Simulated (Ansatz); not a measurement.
# H3O (doublet): one geometry, many settings at distance O1–H3 along a hydrogen transfer = 1.028 Å

What do other methods and options give for H3O (doublet) at this geometry, and how long do they take?

Program: Ansatz 0.2.0, Gaussian basis. Level of theory: the settings change from run to run. These are calculated values, not measurements.

4 further runs of the same task are left out: 4 that didn't finish.

## Step 1: The geometry

The geometry derives from fragments relaxed apart (PBE0/def2-TZVP) and kept rigid, so it is no stationary point. A hydrogen atom is moved between rigid fragments.

4 atoms, charge 0, spin multiplicity 2.

Atoms are counted from 1 here; the program's logs count them from 0.

Bond lengths: O1–H2 0.960 Å, O1–H3 1.028 Å. Angles: H2–O1–H3 105.1°.

## Step 2: MRCISD+Q(11,6)/6-31G

Input file in.yaml:

```yaml
crystal:
  periodic: [false, false, false]
  atoms:
    - {symbol: O, position_ang: [-0.156977, -0.049094, 0.000000]}
    - {symbol: H, position_ang: [-0.406287, 0.877481, 0.000000]}
    - {symbol: H, position_ang: [0.871023, -0.049094, 0.000000]}
    - {symbol: H, position_ang: [2.027023, -0.049094, 0.000000]}
basis:
  gaussian: {orbitals: 6-31G}
magnetization: {spin_polarized: false, initial_magnetization: 1}
correlation: {method: fic_mrcisd_q, electrons: all, active_space: {window: {electrons: 11, orbitals: 6}}}
```

Started as:

```bash
> ansatz run in.yaml --threads 1 --pin off --events-out ev --progress --plain --max-ram 2393MiB
```

Standard output:

```text
Functional definition: HF
  name "HF"
  cite "Fock, Z. Phys. 61, 126 (1930) doi:10.1007/BF01340294"
  parent pbe
  exchange = exact_x
  correlation = 0
171 factors; integrals over basis functions are off by at most 5.0e-4 eV
mean field evaluation 1: about -2078.3677 eV, gradient 2.8e1 eV
mean field evaluation 2: about -2078.3687 eV, gradient 2.8e1 eV
mean field evaluation 4: about -2080.3917 eV, gradient 2.7e0 eV
mean field evaluation 8: about -2080.4642 eV, gradient 1.3e-4 eV
mean field -2080.46424221 eV, -76.4556507121 hartree, gradient 2.6e-6 eV, S^2 0.750000; 0 other end points of the search recorded, 0 dependent functions left out
reference -2080.46424221 eV, -76.4556507121 hartree; 6, 5 occupied and 9, 10 virtual orbitals, 171 factors
state -2080.46424221 eV, -76.4556507121 hartree
contracted CI cycle   1: correlation 0.00000000 eV, 0.0000000000 hartree, residual 1.92e1 eV
contracted CI cycle   2: correlation -3.54476966 eV, -0.1302678824 hartree, residual 3.34e0 eV
contracted CI cycle   3: correlation -3.70428526 eV, -0.1361299723 hartree, residual 8.58e-1 eV
contracted CI cycle   4: correlation -3.71432197 eV, -0.1364988149 hartree, residual 2.20e-1 eV
contracted CI cycle   5: correlation -3.71505676 eV, -0.1365258178 hartree, residual 5.78e-2 eV
contracted CI cycle   6: correlation -3.71510400 eV, -0.1365275537 hartree, residual 1.67e-2 eV
contracted CI cycle   7: correlation -3.71510760 eV, -0.1365276861 hartree, residual 3.92e-3 eV
contracted CI cycle   8: correlation -3.71510783 eV, -0.1365276947 hartree, residual 1.09e-3 eV
state -2080.46424221 eV, -76.4556507121 hartree; corrected -2084.34885497 eV, -76.5984075978 hartree
Total energy: -2084.34885497 eV, -76.5984075978 hartree
```

Wall time 0.36 s (1 thread of Arm Neoverse V1, shared host).

From the report: 5 determinants; active occupations 2.00, 2.00, 2.00, 2.00, 2.00, 1.00.

## Step 3: CASCI(7,6)/6-31G

in.yaml, as its differences from that of step 2:

```diff
@@ -10,2 +10,3 @@
 magnetization: {spin_polarized: false, initial_magnetization: 1}
-correlation: {method: fic_mrcisd_q, electrons: all, active_space: {window: {electrons: 11, orbitals: 6}}}
+correlation: {active_space: {window: {electrons: 7, orbitals: 6}, fixed_orbitals: true}}
+accuracy: high
```

Same command.

Standard output:

```text
Functional definition: HF
  name "HF"
  cite "Fock, Z. Phys. 61, 126 (1930) doi:10.1007/BF01340294"
  parent pbe
  exchange = exact_x
  correlation = 0
278 factors; integrals over basis functions are off by at most 6.3e-9 eV
mean field evaluation 1: about -2078.3677 eV, gradient 2.8e1 eV
mean field evaluation 2: about -2078.3688 eV, gradient 2.8e1 eV
mean field evaluation 4: about -2080.3918 eV, gradient 2.7e0 eV
mean field evaluation 8: about -2080.4643 eV, gradient 1.3e-4 eV
mean field evaluation 16: about -2080.4643 eV, gradient 2.4e-8 eV
mean field -2080.46427606 eV, -76.4556519558 hartree, gradient 2.4e-8 eV, S^2 0.750000; 0 other end points of the search recorded, 0 dependent functions left out
reference -2080.46427606 eV, -76.4556519558 hartree; 6, 5 occupied and 9, 10 virtual orbitals, 278 factors
state -2080.77006421 eV, -76.4668894632 hartree
Total energy: -2080.77006421 eV, -76.4668894632 hartree
```

Wall time 0.09 s (1 thread of Arm Neoverse V1, shared host).

From the report: 150 determinants; active occupations 2.00, 1.99, 1.99, 1.00, 0.01, 0.01.

## Step 4: MRCISD+Q(7,5)/6-31G

in.yaml, as its differences from that of step 3:

```diff
@@ -10,3 +10,2 @@
 magnetization: {spin_polarized: false, initial_magnetization: 1}
-correlation: {active_space: {window: {electrons: 7, orbitals: 6}, fixed_orbitals: true}}
-accuracy: high
+correlation: {method: fic_mrcisd_q, electrons: outside_noble_gas, active_space: {window: {electrons: 7, orbitals: 5}}}
```

Same command.

Standard output, cut to the lines that bear on the results:

```text
Functional definition: HF
  name "HF"
  cite "Fock, Z. Phys. 61, 126 (1930) doi:10.1007/BF01340294"
  parent pbe
[...]
171 factors; integrals over basis functions are off by at most 5.0e-4 eV
[...]
mean field -2080.46424221 eV, -76.4556507121 hartree, gradient 2.6e-6 eV, S^2 0.750000; 0 other end points of the search recorded, 0 dependent functions left out
reference -2080.46424221 eV, -76.4556507121 hartree; 6, 5 occupied and 9, 10 virtual orbitals, 171 factors
state -2081.20512517 eV, -76.4828776586 hartree
contracted CI cycle   1: correlation 0.00000000 eV, 0.0000000000 hartree, residual 1.70e1 eV
contracted CI cycle   2: correlation -2.86993535 eV, -0.1054681789 hartree, residual 3.57e0 eV
contracted CI cycle   3: correlation -3.02875616 eV, -0.1113047360 hartree, residual 9.71e-1 eV
contracted CI cycle   4: correlation -3.04170188 eV, -0.1117804825 hartree, residual 2.46e-1 eV
[...]
contracted CI cycle   2: correlation -2.90553466 eV, -0.1067764292 hartree, residual 3.62e0 eV
contracted CI cycle   3: correlation -3.07617447 eV, -0.1130473266 hartree, residual 1.01e0 eV
contracted CI cycle   4: correlation -3.08972953 eV, -0.1135454659 hartree, residual 2.54e-1 eV
contracted CI cycle   5: correlation -3.09064428 eV, -0.1135790824 hartree, residual 6.21e-2 eV
contracted CI cycle   6: correlation -3.09069980 eV, -0.1135811228 hartree, residual 1.80e-2 eV
contracted CI cycle   7: correlation -3.09070495 eV, -0.1135813119 hartree, residual 6.41e-3 eV
contracted CI cycle   8: correlation -3.09070558 eV, -0.1135813351 hartree, residual 2.01e-3 eV
contracted CI cycle   9: correlation -3.09070564 eV, -0.1135813374 hartree, residual 5.51e-4 eV
state -2081.13679179 eV, -76.4803664530 hartree; corrected -2084.34657094 eV, -76.5983236611 hartree
state -2081.20512517 eV, -76.4828776586 hartree; corrected -2084.35769449 eV, -76.5987324440 hartree
Total energy: -2084.35769449 eV, -76.5987324440 hartree
```

Wall time 0.72 s (1 thread of Arm Neoverse V1, shared host).

From the report: 28 determinants; active occupations 2.00, 2.00, 1.97, 1.00, 0.03.

## Step 5: CASSCF(3,4)/6-31G

in.yaml, as its differences from that of step 4:

```diff
@@ -10,2 +10,3 @@
 magnetization: {spin_polarized: false, initial_magnetization: 1}
-correlation: {method: fic_mrcisd_q, electrons: outside_noble_gas, active_space: {window: {electrons: 7, orbitals: 5}}}
+correlation: {active_space: {window: {electrons: 3, orbitals: 4}}}
+scf: {lower_state_search: light}
```

Same command.

Standard output:

```text
Functional definition: HF
  name "HF"
  cite "Fock, Z. Phys. 61, 126 (1930) doi:10.1007/BF01340294"
  parent pbe
  exchange = exact_x
  correlation = 0
171 factors; integrals over basis functions are off by at most 5.0e-4 eV
mean field evaluation 1: about -2078.3677 eV, gradient 2.8e1 eV
mean field evaluation 2: about -2078.3687 eV, gradient 2.8e1 eV
mean field evaluation 4: about -2080.3917 eV, gradient 2.7e0 eV
mean field evaluation 8: about -2080.4642 eV, gradient 1.3e-4 eV
mean field -2080.46424221 eV, -76.4556507121 hartree, gradient 2.6e-6 eV, S^2 0.750000; 0 other end points of the search recorded, 0 dependent functions left out
reference -2080.46424221 eV, -76.4556507121 hartree; 6, 5 occupied and 9, 10 virtual orbitals, 171 factors
state -2081.22800258 eV, -76.4837183880 hartree
Total energy: -2081.22800258 eV, -76.4837183880 hartree
```

Wall time 0.18 s (1 thread of Arm Neoverse V1, shared host).

From the report: 24 determinants; active occupations 1.97, 1.00, 0.03, 0.00.

## Step 6: NEVPT4(SD)(3,2)/6-31G

in.yaml, as its differences from that of step 5:

```diff
@@ -10,3 +10,4 @@
 magnetization: {spin_polarized: false, initial_magnetization: 1}
-correlation: {active_space: {window: {electrons: 3, orbitals: 4}}}
-scf: {lower_state_search: light}
+correlation: {method: fic_nevpt4_sd, electrons: outside_noble_gas, active_space: {window: {electrons: 3, orbitals: 2}}}
+accuracy: high
+scf: {lower_state_search: off}
```

Same command.

Standard output, cut to the lines that bear on the results:

```text
Functional definition: HF
  name "HF"
  cite "Fock, Z. Phys. 61, 126 (1930) doi:10.1007/BF01340294"
  parent pbe
[...]
278 factors; integrals over basis functions are off by at most 6.3e-9 eV
[...]
mean field -2080.46427606 eV, -76.4556519558 hartree, gradient 2.4e-8 eV, S^2 0.750000; 0 other end points of the search recorded, 0 dependent functions left out
reference -2080.46427606 eV, -76.4556519558 hartree; 6, 5 occupied and 9, 10 virtual orbitals, 278 factors
state -2080.46427606 eV, -76.4556519558 hartree
state -2080.46427606 eV, -76.4556519558 hartree; corrected -2084.28569467 eV, -76.5960864997 hartree
WARN: 1 active orbitals are nearly empty or full. The corrections depend on them more than the energy does, and are more stable in an active space without them
Total energy: -2084.28569467 eV, -76.5960864997 hartree
Checks for a lower state left out: stability, starts, cluster_reference, orbital_swaps, neighbouring_geometries, increment
```

Wall time 0.24 s (1 thread of Arm Neoverse V1, shared host).

From the report: 1 determinant; active occupations 2.00, 1.00. The report marks this result as in doubt.

## Step 7: HF/6-31G

in.yaml, as its differences from that of step 6:

```diff
@@ -10,4 +10,3 @@
 magnetization: {spin_polarized: false, initial_magnetization: 1}
-correlation: {method: fic_nevpt4_sd, electrons: outside_noble_gas, active_space: {window: {electrons: 3, orbitals: 2}}}
-accuracy: high
-scf: {lower_state_search: off}
+hamiltonian: {xc: hf}
+output: {orbitals: {seedname: orbitals}}
```

Same command.

Standard output:

```text
Functional definition: HF
  name "HF"
  cite "Fock, Z. Phys. 61, 126 (1930) doi:10.1007/BF01340294"
  parent pbe
  exchange = exact_x
  correlation = 0
171 factors; integrals over basis functions are off by at most 5.0e-4 eV
mean field evaluation 1: about -2078.3677 eV, gradient 2.8e1 eV
mean field evaluation 2: about -2078.3687 eV, gradient 2.8e1 eV
mean field evaluation 4: about -2080.3917 eV, gradient 2.7e0 eV
mean field evaluation 8: about -2080.4642 eV, gradient 1.3e-4 eV
mean field -2080.46424221 eV, -76.4556507121 hartree, gradient 3.1e-5 eV, S^2 0.750000; 0 other end points of the search recorded, 0 dependent functions left out
reference -2080.46424221 eV, -76.4556507121 hartree; 6, 5 occupied and 9, 10 virtual orbitals, 171 factors
Total energy: -2080.46424221 eV, -76.4556507121 hartree
```

Run time: 0.06 s. Hardware: 1 thread of Arm Neoverse V1, shared host.

## Step 8: CCSDT(Q)/cc-pVDZ

in.yaml, as its differences from that of step 7:

```diff
@@ -8,5 +8,5 @@
 basis:
-  gaussian: {orbitals: 6-31G}
+  gaussian: {orbitals: cc-pVDZ}
 magnetization: {spin_polarized: false, initial_magnetization: 1}
-hamiltonian: {xc: hf}
-output: {orbitals: {seedname: orbitals}}
+hamiltonian: {xc: {name: B3LYP}}
+correlation: {method: ccsdt_q, electrons: valence}
```

Launched as before.

Standard output, cut to the lines that bear on the results:

```text
Functional definition: B3LYP
  name "B3LYP"
  cite "Stephens, Devlin, Chabalowski & Frisch, J. Phys. Chem. 98, 11623 (1994) doi:10.1021/j100096a001"
  cite "Becke, Phys. Rev. A 38, 3098 (1988) doi:10.1103/PhysRevA.38.3098"
  cite "Lee, Yang & Parr, Phys. Rev. B 37, 785 (1988) doi:10.1103/PhysRevB.37.785"
  cite "Vosko, Wilk & Nusair, Can. J. Phys. 58, 1200 (1980) doi:10.1139/p80-159"
[...]
471 factors; integrals over basis functions are off by at most 1.4e-7 eV
[...]
mean field -2092.94563172 eV, -76.9143333161 hartree, gradient 6.4e-6 eV, S^2 0.750000; 1 other end points of the search recorded, 0 dependent functions left out
[...]
1 core orbitals not correlated: weight in the atoms' cores, before any rotation towards them, 1.000 or more for the frozen orbitals, at most 0.000 for the correlated occupied ones
reference -2081.35966100 eV, -76.4885567454 hartree; 5, 4 occupied and 23, 24 virtual orbitals, 471 factors
second order -5.93905315 eV of doubles, -0.23223840 eV of singles
cycle   1  -6.15077033 eV  change    2.1e-2 eV  update   4.9e-2
[...]
cycle  14  -6.42837723 eV  change   -4.5e-7 eV  update   7.5e-7
perturbative correction -0.01583911 eV, -0.0005820767 hartree
Total energy: -2087.80387733 eV, -76.7253773278 hartree
```

Wall time 10 s (1 thread of Arm Neoverse V1, shared host).

From the report: correlation -6.4442 eV; T1 0.020; largest double amplitude 0.05. The orbitals are Kohn-Sham ones, so correlation energy and T1 don't compare with those on Hartree-Fock orbitals.

## Step 9: MRCISD+Q(relaxed)(5,8)/6-31G

in.yaml, as its differences from that of step 8:

```diff
@@ -8,5 +8,5 @@
 basis:
-  gaussian: {orbitals: cc-pVDZ}
+  gaussian: {orbitals: 6-31G}
 magnetization: {spin_polarized: false, initial_magnetization: 1}
-hamiltonian: {xc: {name: B3LYP}}
-correlation: {method: ccsdt_q, electrons: valence}
+correlation: {method: fic_mrcisd_q_relaxed, electrons: outside_noble_gas, active_space: {window: {electrons: 5, orbitals: 8}, states: [{multiplicity: 2, weights: [1, 1, 0.5]}, {multiplicity: 4, weights: [1]}], root: 1}}
+scf: {lower_state_search: off}
```

Same command.

Standard output, cut to the lines that bear on the results:

```text
Functional definition: HF
  name "HF"
  cite "Fock, Z. Phys. 61, 126 (1930) doi:10.1007/BF01340294"
  parent pbe
[...]
269 factors; integrals over basis functions are off by at most 2.2e-8 eV
[...]
mean field -2080.46427603 eV, -76.4556519548 hartree, gradient 2.6e-6 eV, S^2 0.750000; 0 other end points of the search recorded, 0 dependent functions left out
reference -2080.46427603 eV, -76.4556519548 hartree; 6, 5 occupied and 9, 10 virtual orbitals, 269 factors
state -2081.53729074 eV, -76.4950845181 hartree
state -2078.58958417 eV, -76.3867582995 hartree
state -2076.02429843 eV, -76.2924857875 hartree
contracted CI cycle   1: correlation 0.00000000 eV, 0.0000000000 hartree, residual 1.53e1 eV
contracted CI cycle   2: correlation -2.59253695 eV, -0.0952739756 hartree, residual 3.15e0 eV
contracted CI cycle   3: correlation -2.73153556 eV, -0.1003820802 hartree, residual 1.56e0 eV
[...]
contracted CI cycle   4: correlation -2.52518947 eV, -0.0927990015 hartree, residual 4.59e-1 eV
contracted CI cycle   5: correlation -2.52804489 eV, -0.0929039363 hartree, residual 2.06e-1 eV
contracted CI cycle   6: correlation -2.52867685 eV, -0.0929271603 hartree, residual 8.18e-2 eV
contracted CI cycle   7: correlation -2.52879123 eV, -0.0929313636 hartree, residual 3.47e-2 eV
contracted CI cycle   8: correlation -2.52880954 eV, -0.0929320365 hartree, residual 1.54e-2 eV
contracted CI cycle   9: correlation -2.52881336 eV, -0.0929321768 hartree, residual 6.99e-3 eV
contracted CI cycle  10: correlation -2.52881411 eV, -0.0929322046 hartree, residual 3.32e-3 eV
contracted CI cycle  11: correlation -2.52881431 eV, -0.0929322120 hartree, residual 1.42e-3 eV
state -2073.40688125 eV, -76.1962974801 hartree; corrected -2076.02780277 eV, -76.2926145697 hartree
Total energy: -2080.97422861 eV, -76.4743923666 hartree
Checks for a lower state left out: stability, starts, cluster_reference, orbital_swaps, neighbouring_geometries, increment
```

Run time: 13 s. Hardware: 1 thread of Arm Neoverse V1, shared host.

From the report: 776 determinants; active occupations (of the averaged states) 1.84, 1.42, 1.39, 0.30, 0.03, 0.01, 0.01, 0.00.

## Step 10: The runs in one table

Where basis and cores are those of an earlier FCI/6-31G run (-2084.4040 eV), and the state is the same kind, the miss against it is given. † marks a result that the program doubts.

| level | correlated | functions | energy (eV) | from FCI (meV) | time |
| --- | --- | --- | --- | --- | --- |
| MRCISD+Q(11,6)/6-31G | all | 15 | -2084.3489 |  | 0.36 s |
| CASCI(7,6)/6-31G |  | 15 | -2080.7701 | 3634.0 | 0.09 s |
| MRCISD+Q(7,5)/6-31G | outside noble gas | 15 | -2084.3577 | 46.3 | 0.72 s |
| CASSCF(3,4)/6-31G |  | 15 | -2081.2280 | 3176.0 | 0.18 s |
| NEVPT4(SD)(3,2)/6-31G † | outside noble gas | 15 | -2084.2857 | 118.3 | 0.24 s |
| HF/6-31G |  | 15 | -2080.4642 | 3939.8 | 0.06 s |
| CCSDT(Q)/cc-pVDZ (on B3LYP orbitals) | valence | 29 | -2087.8039 |  | 10 s |
| MRCISD+Q(relaxed)(5,8)/6-31G (excited root 1 of an average) | outside noble gas | 15 | -2080.9742 |  | 13 s |

## Step 11: What came out

```
quantity                                                              value
    runs                                                                  8
quickest                                                   HF/6-31G, 0.06 s
 slowest  MRCISD+Q(relaxed)(5,8)/6-31G (excited root 1 of an average), 13 s
```

What this shows: Total energies in different bases, with other cores or another treatment of relativity can't be set against each other. MRCISD+Q(relaxed)(5,8)/6-31G (excited root 1 of an average) took 217 times as long as HF/6-31G; the jobs differ in more than the method. Among the correlated runs with a miss given, it spans +46 to +118 meV. Hartree-Fock, CASSCF and CASCI lack dynamic correlation by design.
